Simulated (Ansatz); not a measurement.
# CH3AlF with multiplicity 2: rotation by 180° about the C2–Al3 bond

How high is the barrier for the rotation by 180° about the C2–Al3 bond? Relax the two ends, then run a nudged elastic band between them. SMILES of the start: F[CH][AlH2].

Program: Ansatz 0.2.0. Level of theory: UKS PBE/6-31G*. These are calculated values, not measurements.

## (1) The structure to begin with

Bond lengths: F1–C2 1.351 Å, C2–Al3 1.967 Å, C2–H4 1.099 Å, Al3–H5 1.543 Å, Al3–H6 1.546 Å. Angles: F1–C2–Al3 124.2°, F1–C2–H4 107.6°, Al3–C2–H4 128.1°, C2–Al3–H5 118.5°, C2–Al3–H6 124.4°, H5–Al3–H6 117.1°.

Structure file:

```xyz
6

F    -1.1912   -1.5744    0.6464
C    -0.1093   -1.0046    0.0728
Al    0.1769    0.9371   -0.0648
H     0.5143   -1.8125   -0.3348
H     0.7949    1.5010   -1.3618
H    -0.1857    1.9535    1.0422
```

## (2) End point A

Input file input.yaml:

```yaml
crystal:
  periodic: [false, false, false]
  atoms:
    - { symbol: F, position_ang: [-1.19116, -1.57439, 0.64643] }
    - { symbol: C, position_ang: [-0.10929, -1.00459, 0.07284] }
    - { symbol: Al, position_ang: [0.17695, 0.93705, -0.06478] }
    - { symbol: H, position_ang: [0.51432, -1.81253, -0.33485] }
    - { symbol: H, position_ang: [0.79487, 1.50101, -1.36182] }
    - { symbol: H, position_ang: [-0.18569, 1.95346, 1.04218] }
magnetization:
  spin_polarized: true
  initial_magnetization: 1
basis:
  gaussian: { orbitals: "6-31G*" }
hamiltonian:
  xc: pbe
relax:
  f_tol: 0.015
  max_steps: 40
output:
  orbitals: {}
```

Launch:

```bash
> ansatz run input.yaml --threads 1 --pin off --max-ram 2048MiB --backend cpu --events-out ev --progress --plain --runs-dir out
```

The log of the run, shortened:

```text
Warning: RAYON_NUM_THREADS=1 ignored (pool sized by the plan → 1); use --threads N
[...]
Functional definition: PBE
[...]
631 factors; their error is unknown
[...]
mean field -10388.67492083 eV, -381.7767616436 hartree, gradient 1.8e-5 eV, S^2 0.752701; 0 other end points of the search recorded, 0 dependent functions left out
[...]
reference -10388.67496316 eV, -381.7767631993 hartree; 16, 15 occupied and 39, 40 virtual orbitals, 631 factors
relax step   1: F+E_penalty+E_count = -10388.67492083 eV  Δ(F+E_penalty+E_count) = +0.000e0 eV  max|allowed force component| = 7.705e-1 eV/Å  Δτ_max = 0.0000 Å  (28 SCF iters, accepted)
[...]
relax step   6: F+E_penalty+E_count = -10388.86899562 eV  Δ(F+E_penalty+E_count) = -1.186e-2 eV  max|allowed force component| = 1.100e-1 eV/Å  Δτ_max = 0.0326 Å  (28 SCF iters, accepted)
[...]
relax step   7: F+E_penalty+E_count = -10388.87025833 eV  Δ(F+E_penalty+E_count) = -1.263e-3 eV  max|allowed force component| = 8.470e-3 eV/Å  Δτ_max = 0.0196 Å  (30 SCF iters, accepted)
631 factors; their error is unknown
[...]
mean field -10388.87025833 eV, -381.7839401645 hartree, gradient 1.5e-5 eV, S^2 0.752646; 1 other end points of the search recorded, 0 dependent functions left out
[...]
reference -10388.87029920 eV, -381.7839416662 hartree; 16, 15 occupied and 39, 40 virtual orbitals, 631 factors
Total energy: -10388.87029920 eV, -381.7839416662 hartree
Atom 0 at    -0.908734    -1.527978     0.986838 Å, force     0.004747    -0.007539    -0.006199 eV/Å
Atom 1 at    -0.134523    -0.975789     0.023014 Å, force    -0.003057     0.002233     0.007615 eV/Å
Atom 2 at     0.175119     0.944118    -0.084419 Å, force    -0.001689     0.008470     0.003366 eV/Å
Atom 3 at     0.255965    -1.771666    -0.636229 Å, force    -0.005156    -0.003296     0.002552 eV/Å
Atom 4 at     1.110900     1.425335    -1.290881 Å, force     0.006960     0.001633    -0.007619 eV/Å
Atom 5 at    -0.498727     1.905989     1.001677 Å, force    -0.001804    -0.001502     0.000285 eV/Å
Dipole moment:     0.068418    -0.126428    -0.113528 e Å
```

It took 15 s on 1 thread of an Arm CPU, shared host; peak memory 0.13 GiB.

Relaxation path:

```csv
step,energy from step 1 (eV),largest force component (eV/Å)
1,0.0000,0.7705
2,-0.1147,0.8404
3,-0.1556,0.8309
4,-0.1822,0.4363
5x,-0.1738,0.2987
6,-0.1941,0.1100
7,-0.1953,0.0085
```

Step 1 is the start. 1 step was tried and not accepted (marked x).

After: Bond lengths: F1–C2 1.354 Å, C2–Al3 1.948 Å, C2–H4 1.105 Å, Al3–H5 1.601 Å, Al3–H6 1.600 Å. Angles: F1–C2–Al3 122.2°, F1–C2–H4 109.5°, Al3–C2–H4 128.4°, C2–Al3–H5 115.5°, C2–Al3–H6 119.2°, H5–Al3–H6 125.3°.

## (3) Relaxing end B

The second end starts from a geometry with the move made by hand.

input.yaml: that of step 2 with these lines changed.

```diff
@@ -7,4 +7,4 @@
     - { symbol: H, position_ang: [0.51432, -1.81253, -0.33485] }
-    - { symbol: H, position_ang: [0.79487, 1.50101, -1.36182] }
-    - { symbol: H, position_ang: [-0.18569, 1.95346, 1.04218] }
+    - { symbol: H, position_ang: [-0.22647, 1.82813, 1.12913] }
+    - { symbol: H, position_ang: [0.79358, 1.64352, -1.29385] }
 magnetization:
```

Launch:

```bash
> ansatz run input.yaml --threads 1 --pin off --max-ram 2048MiB --backend cpu --events-out ev --progress --plain --runs-dir out
```

The log of the run, shortened:

```text
Warning: RAYON_NUM_THREADS=1 ignored (pool sized by the plan → 1); use --threads N
[...]
[... 1 set-up line as earlier in the session ...]
[...]
631 factors; their error is unknown
[...]
mean field -10388.66465711 eV, -381.7763844590 hartree, gradient 1.9e-5 eV, S^2 0.752701; 0 other end points of the search recorded, 0 dependent functions left out
[...]
reference -10388.66469918 eV, -381.7763860052 hartree; 16, 15 occupied and 39, 40 virtual orbitals, 631 factors
relax step   1: F+E_penalty+E_count = -10388.66465711 eV  Δ(F+E_penalty+E_count) = +0.000e0 eV  max|allowed force component| = 7.431e-1 eV/Å  Δτ_max = 0.0000 Å  (28 SCF iters, accepted)
[...]
relax step   7: F+E_penalty+E_count = -10388.87022898 eV  Δ(F+E_penalty+E_count) = -9.709e-5 eV  max|allowed force component| = 1.605e-2 eV/Å  Δτ_max = 0.0111 Å  (30 SCF iters, accepted)
[...]
relax step   8: F+E_penalty+E_count = -10388.87027617 eV  Δ(F+E_penalty+E_count) = -4.719e-5 eV  max|allowed force component| = 1.044e-2 eV/Å  Δτ_max = 0.0023 Å  (20 SCF iters, accepted)
631 factors; their error is unknown
mean field -10388.87027617 eV, -381.7839408200 hartree, gradient 7.8e-5 eV, S^2 0.752646; 1 other end points of the search recorded, 0 dependent functions left out
[...]
reference -10388.87031696 eV, -381.7839423192 hartree; 16, 15 occupied and 39, 40 virtual orbitals, 631 factors
Total energy: -10388.87031696 eV, -381.7839423192 hartree
Atom 0 at    -0.893073    -1.568265     0.963924 Å, force     0.000587    -0.005483    -0.001243 eV/Å
Atom 1 at    -0.126570    -0.974829     0.018676 Å, force    -0.007804     0.001282     0.010437 eV/Å
Atom 2 at     0.154115     0.951986    -0.028801 Å, force     0.006132     0.006576    -0.007297 eV/Å
Atom 3 at     0.274402    -1.744433    -0.664670 Å, force     0.002499    -0.003207    -0.004123 eV/Å
Atom 4 at    -0.539274     1.869963     1.082338 Å, force    -0.001888     0.000265     0.002451 eV/Å
Atom 5 at     1.088331     1.482768    -1.216547 Å, force     0.000474     0.000567    -0.000225 eV/Å
Dipole moment:     0.069893    -0.121397    -0.116839 e Å
```

Wall time 17 s (1 thread of an Arm CPU, shared host); peak memory 0.22 GiB.

Step by step:

```csv
step,energy from step 1 (eV),largest force component (eV/Å)
1,0.0000,0.7431
2,-0.1139,0.9513
3,-0.1609,0.8982
4,-0.1937,0.4638
5,-0.2034,0.2088
6,-0.2055,0.0418
7,-0.2056,0.0160
8,-0.2056,0.0104
```

Step 1 is the start.

After: Bond lengths: F1–C2 1.354 Å, C2–Al3 1.948 Å, C2–H4 1.105 Å, Al3–H5 1.599 Å, Al3–H6 1.602 Å. Angles: F1–C2–Al3 122.2°, F1–C2–H4 109.4°, Al3–C2–H4 128.5°, C2–Al3–H5 119.2°, C2–Al3–H6 115.5°, H5–Al3–H6 125.3°.

## (4) Nudged elastic band

crystal.atoms is end A as relaxed above, and neb.final_atoms is end B, turned to lie on A. With 7 inner images the band has 9 in all.

Input file input.yaml:

```yaml
crystal:
  periodic: [false, false, false]
  atoms:
    - { symbol: F, position_ang: [-0.908734, -1.527978, 0.986838] }
    - { symbol: C, position_ang: [-0.134523, -0.975789, 0.023014] }
    - { symbol: Al, position_ang: [0.175119, 0.944118, -0.084419] }
    - { symbol: H, position_ang: [0.255965, -1.771666, -0.636229] }
    - { symbol: H, position_ang: [1.1109, 1.425335, -1.290881] }
    - { symbol: H, position_ang: [-0.498727, 1.905989, 1.001677] }
magnetization:
  spin_polarized: true
  initial_magnetization: 1
basis:
  gaussian: { orbitals: "6-31G*" }
hamiltonian:
  xc: pbe
neb:
  order_check: false
  images: 7
  f_tol: 0.03
  max_iterations: 60
  initial_path: idpp
  final_atoms:
    - { symbol: F, position_ang: [0.24948198, -1.90479464, -0.66566057] }
    - { symbol: C, position_ang: [-0.22974743, -0.94442597, 0.15969881] }
    - { symbol: Al, position_ang: [0.18285425, 0.94195072, -0.09524636] }
    - { symbol: H, position_ang: [-0.85198259, -1.41161424, 0.94365617] }
    - { symbol: H, position_ang: [1.11678097, 1.37894811, -1.31791316] }
    - { symbol: H, position_ang: [-0.46738719, 1.93994502, 0.97546512] }
```

Launch:

```bash
> ansatz run input.yaml --threads 1 --pin off --max-ram 2048MiB --backend cpu --events-out ev --progress --plain --runs-dir out
```

The log of the run, shortened:

```text
Warning: RAYON_NUM_THREADS=1 ignored (pool sized by the plan → 1); use --threads N
[...]
[... 1 set-up line as earlier in the session ...]
[...]
631 factors; their error is unknown
[...]
mean field -10388.87026135 eV, -381.7839402754 hartree, gradient 3.2e-5 eV, S^2 0.752646; 0 other end points of the search recorded, 0 dependent functions left out
[...]
reference -10388.87030210 eV, -381.7839417731 hartree; 16, 15 occupied and 39, 40 virtual orbitals, 631 factors
631 factors; their error is unknown
[...]
mean field -10388.87027741 eV, -381.7839408658 hartree, gradient 3.2e-5 eV, S^2 0.752646; 0 other end points of the search recorded, 0 dependent functions left out
[...]
reference -10388.87031817 eV, -381.7839423636 hartree; 16, 15 occupied and 39, 40 virtual orbitals, 631 factors
NEB end point (image 0): max|allowed force component| = 8.503e-3 eV/Å (the criterion of neb.relax_end_points is 1.000e-2)
[...]
NEB iter   7: max|band force component| = 5.388e-2 eV/Å  barrier→ = 0.3932 eV  barrier← = 0.3932 eV  CI = image 4  Δτ_max = 0.0064 Å  (202 SCF iters)
[...]
NEB iter   8: max|band force component| = 3.706e-3 eV/Å  barrier→ = 0.3931 eV  barrier← = 0.3931 eV  CI = image 4  Δτ_max = 0.0000 Å  (401 SCF iters)
Total energy: -10388.47717827 eV, -381.7694947387 hartree
Atom 0 at    -1.315725    -1.509054    -0.156077 Å, force     0.002127     0.001967     0.000300 eV/Å
Atom 1 at    -0.052066    -1.023920     0.074005 Å, force    -0.003706    -0.000794    -0.000730 eV/Å
Atom 2 at     0.184072     0.920444    -0.037185 Å, force     0.000133    -0.001279     0.000160 eV/Å
Atom 3 at     0.641332    -1.851488     0.291338 Å, force     0.001780    -0.001128     0.000468 eV/Å
Atom 4 at     0.559592     1.619929    -1.433549 Å, force    -0.000065     0.000585    -0.000545 eV/Å
Atom 5 at    -0.017204     1.844097     1.261467 Å, force    -0.000269     0.000649     0.000346 eV/Å
Dipole moment:     0.190859    -0.016496     0.042233 e Å
this run last wrote the band of iteration 8 to <dir>
```

Wall time 1.7 min (1 thread of an Arm CPU, shared host); peak memory 0.22 GiB.

## (5) The band, image by image

The 7 inner images lie between the fixed ends 0 and 8. Energy is taken from image 0, and the path length is the program's own coordinate along the band.

| image | path (Å) | energy (eV) | dihedral F1–C2–Al3–H5 (°) | band force (eV/Å) |
| --- | --- | --- | --- | --- |
| 0 | 0.000 | 0.0000 | -180 | - |
| 1 | 0.457 | 0.0451 | -158 | 0.003 |
| 2 | 0.913 | 0.1656 | -136 | 0.003 |
| 3 | 1.370 | 0.3156 | -114 | 0.001 |
| 4* | 1.827 | 0.3931 | -90 | 0.004 |
| 5 | 2.285 | 0.3151 | -65 | 0.001 |
| 6 | 2.743 | 0.1645 | -43 | 0.003 |
| 7 | 3.202 | 0.0441 | -22 | 0.003 |
| 8 | 3.660 | 0.0000 | 0 | - |

The star marks the climbing image.

image, energy (eV) and a bar:
```
        0      0.000 
        1      0.045 ###
        2      0.166 #############
        3      0.316 ########################
        4      0.393 ##############################
        5      0.315 ########################
        6      0.164 #############
        7      0.044 ###
        8      0.000
```

The top of the band by iteration:

```csv
iteration,highest image above image 0 (eV),largest band force (eV/Å)
1,0.4377,0.895
2,0.3985,0.151
3,0.3954,0.113
4,0.3943,0.099
5,0.3938,0.111
6,0.3936,0.101
7,0.3932,0.054
8,0.3931,0.004
```

The band as a trajectory file:

```xyz
6
image=0 dE=0.0000
F    -0.909   -1.528    0.987
C    -0.135   -0.976    0.023
Al    0.175    0.944   -0.084
H     0.256   -1.772   -0.636
H     1.111    1.425   -1.291
H    -0.499    1.906    1.002
6
image=1 dE=0.0451
F    -1.126   -1.501    0.770
C    -0.124   -0.983    0.018
Al    0.183    0.940   -0.081
H     0.447   -1.807   -0.446
H     0.993    1.478   -1.354
H    -0.373    1.874    1.093
6
image=2 dE=0.1656
F    -1.271   -1.491    0.502
C    -0.099   -0.999    0.018
Al    0.187    0.932   -0.075
H     0.585   -1.836   -0.207
H     0.853    1.543   -1.398
H    -0.256    1.852    1.160
6
image=3 dE=0.3156
F    -1.338   -1.495    0.187
C    -0.067   -1.017    0.032
Al    0.187    0.924   -0.059
H     0.652   -1.852    0.049
H     0.706    1.594   -1.422
H    -0.140    1.845    1.213
6
image=4 dE=0.3931
F    -1.316   -1.509   -0.156
C    -0.052   -1.024    0.074
Al    0.184    0.920   -0.037
H     0.641   -1.851    0.291
H     0.560    1.620   -1.434
H    -0.017    1.844    1.261
6
image=5 dE=0.3151
F    -1.196   -1.551   -0.477
C    -0.082   -1.011    0.104
Al    0.178    0.928   -0.016
H     0.552   -1.814    0.514
H     0.427    1.625   -1.440
H     0.121    1.822    1.314
6
image=6 dE=0.1645
F    -1.005   -1.595   -0.734
C    -0.116   -0.992    0.101
Al    0.171    0.938   -0.004
H     0.386   -1.759    0.716
H     0.299    1.636   -1.441
H     0.264    1.772    1.361
6
image=7 dE=0.0441
F    -0.762   -1.642   -0.915
C    -0.139   -0.977    0.088
Al    0.165    0.947   -0.001
H     0.163   -1.697    0.870
H     0.165    1.664   -1.431
H     0.407    1.705    1.389
6
image=8 dE=0.0000
F     0.273   -1.890   -0.697
C    -0.219   -0.950    0.144
Al    0.172    0.946   -0.079
H    -0.836   -1.437    0.919
H     1.102    1.414   -1.293
H    -0.492    1.918    1.007
```

## (6) Frequencies at the highest image

The geometry is the highest inner image of the first converged band.

Input file input.yaml:

```yaml
crystal:
  periodic: [false, false, false]
  atoms:
    - { symbol: F, position_ang: [-1.315725, -1.509054, -0.156077] }
    - { symbol: C, position_ang: [-0.052066, -1.02392, 0.074005] }
    - { symbol: Al, position_ang: [0.184072, 0.920444, -0.037185] }
    - { symbol: H, position_ang: [0.641332, -1.851488, 0.291338] }
    - { symbol: H, position_ang: [0.559592, 1.619929, -1.433549] }
    - { symbol: H, position_ang: [-0.017204, 1.844097, 1.261467] }
magnetization:
  spin_polarized: true
  initial_magnetization: 1
basis:
  gaussian: { orbitals: "6-31G*" }
hamiltonian:
  xc: pbe
phonons: {}
```

Launch:

```bash
> ansatz run input.yaml --threads 1 --pin off --max-ram 2048MiB --backend cpu --events-out ev --progress --plain --runs-dir out
```

The log of the run, shortened:

```text
Warning: RAYON_NUM_THREADS=1 ignored (pool sized by the plan → 1); use --threads N
[...]
[... 1 set-up line as earlier in the session ...]
[...]
631 factors; their error is unknown
[...]
mean field -10388.47712846 eV, -381.7694929082 hartree, gradient 2.0e-5 eV, S^2 0.753111; 1 other end points of the search recorded, 0 dependent functions left out
[...]
reference -10388.47716947 eV, -381.7694944154 hartree; 16, 15 occupied and 39, 40 virtual orbitals, 631 factors
[...]
631 factors; their error is unknown
mean field -10388.47703566 eV, -381.7694894979 hartree, gradient 1.5e-6 eV, S^2 0.753105; 0 other end points of the search recorded, 0 dependent functions left out
[...]
reference -10388.47707669 eV, -381.7694910055 hartree; 16, 15 occupied and 39, 40 virtual orbitals, 631 factors
[...]
631 factors; their error is unknown
[...]
mean field -10388.47705541 eV, -381.7694902238 hartree, gradient 1.4e-6 eV, S^2 0.753119; 0 other end points of the search recorded, 0 dependent functions left out
[...]
reference -10388.47709644 eV, -381.7694917313 hartree; 16, 15 occupied and 39, 40 virtual orbitals, 631 factors
[...]
631 factors; their error is unknown
mean field -10388.47706098 eV, -381.7694904284 hartree, gradient 1.9e-6 eV, S^2 0.753104; 0 other end points of the search recorded, 0 dependent functions left out
[...]
reference -10388.47710199 eV, -381.7694919354 hartree; 16, 15 occupied and 39, 40 virtual orbitals, 631 factors
[...]
631 factors; their error is unknown
mean field -10388.47706783 eV, -381.7694906800 hartree, gradient 2.7e-6 eV, S^2 0.753111; 0 other end points of the search recorded, 0 dependent functions left out
[...]
reference -10388.47710884 eV, -381.7694921872 hartree; 16, 15 occupied and 39, 40 virtual orbitals, 631 factors
[...]
631 factors; their error is unknown
[...]
mean field -10388.47706705 eV, -381.7694906514 hartree, gradient 2.7e-6 eV, S^2 0.753112; 0 other end points of the search recorded, 0 dependent functions left out
```

## (7) The log goes on: vibrations at the highest image of the band

Output, continued, shortened:

```text
[...]
reference -10388.47710807 eV, -381.7694921588 hartree; 16, 15 occupied and 39, 40 virtual orbitals, 631 factors
[...]
631 factors; their error is unknown
mean field -10388.47708417 eV, -381.7694912806 hartree, gradient 1.2e-6 eV, S^2 0.753115; 0 other end points of the search recorded, 0 dependent functions left out
[...]
reference -10388.47712519 eV, -381.7694927881 hartree; 16, 15 occupied and 39, 40 virtual orbitals, 631 factors
[...]
631 factors; their error is unknown
mean field -10388.47707512 eV, -381.7694909481 hartree, gradient 9.8e-7 eV, S^2 0.753107; 0 other end points of the search recorded, 0 dependent functions left out
[...]
reference -10388.47711613 eV, -381.7694924553 hartree; 16, 15 occupied and 39, 40 virtual orbitals, 631 factors
[...]
631 factors; their error is unknown
mean field -10388.47706177 eV, -381.7694904574 hartree, gradient 2.0e-6 eV, S^2 0.753107; 0 other end points of the search recorded, 0 dependent functions left out
[...]
reference -10388.47714162 eV, -381.7694933918 hartree; 16, 15 occupied and 39, 40 virtual orbitals, 631 factors
WARN: phonons: modes at or below zero, which the zero-point energy, F, S and C_V leave out: 1, the lowest at -334.57 cm⁻¹. A minimum has none, and a first-order saddle one
Total energy: -10388.47716947 eV, -381.7694944154 hartree
Atom 0 at    -1.315725    -1.509054    -0.156077 Å, force     0.002020     0.001992     0.000228 eV/Å
Atom 1 at    -0.052066    -1.023920     0.074005 Å, force    -0.003559    -0.000874    -0.000598 eV/Å
Atom 2 at     0.184072     0.920444    -0.037185 Å, force     0.000085    -0.001228     0.000146 eV/Å
Atom 3 at     0.641332    -1.851488     0.291338 Å, force     0.001781    -0.001140     0.000445 eV/Å
Atom 4 at     0.559592     1.619929    -1.433549 Å, force    -0.000071     0.000598    -0.000573 eV/Å
Atom 5 at    -0.017204     1.844097     1.261467 Å, force    -0.000256     0.000651     0.000353 eV/Å
Dipole moment:     0.190858    -0.016495     0.042231 e Å
Vibrations: -334.57 168.42 357.27 481.85 561.68 649.24 773.42 1120.93 1308.47 1864.56 1868.18 3047.54 cm⁻¹, zero-point energy 0.756400 eV
```

It took 34 s on 1 thread of an Arm CPU, shared host; peak memory 0.22 GiB.

Of 12 modes, 1 is imaginary by more than 30 cm⁻¹ (335i cm⁻¹).

## (8) Summary of results

| quantity | value |
| --- | --- |
| end A | 5 moves, 0.195 eV lower |
| end B | 7 moves, 0.206 eV lower |
| barrier forwards | 0.393 eV |
| barrier backwards | 0.393 eV |
| second end relative to first | 0.000 eV |
| highest image | 4 of 0 to 8, climbing |
| band iterations | 8 |
| imaginary modes at the top | 335i cm⁻¹ |

What this shows: The top lies 0.39 eV above the first end, or 15 kT at room temperature, which at an assumed attempt frequency of 10^13 s⁻¹ means a rate near 10^6 s⁻¹. The two ends lie within 1 meV of each other. The listed dihedral goes from -180° at end A through -90° at the highest image to 0° at end B. One imaginary mode, as a first-order saddle point has. Zero-point energy and entropy are left out.
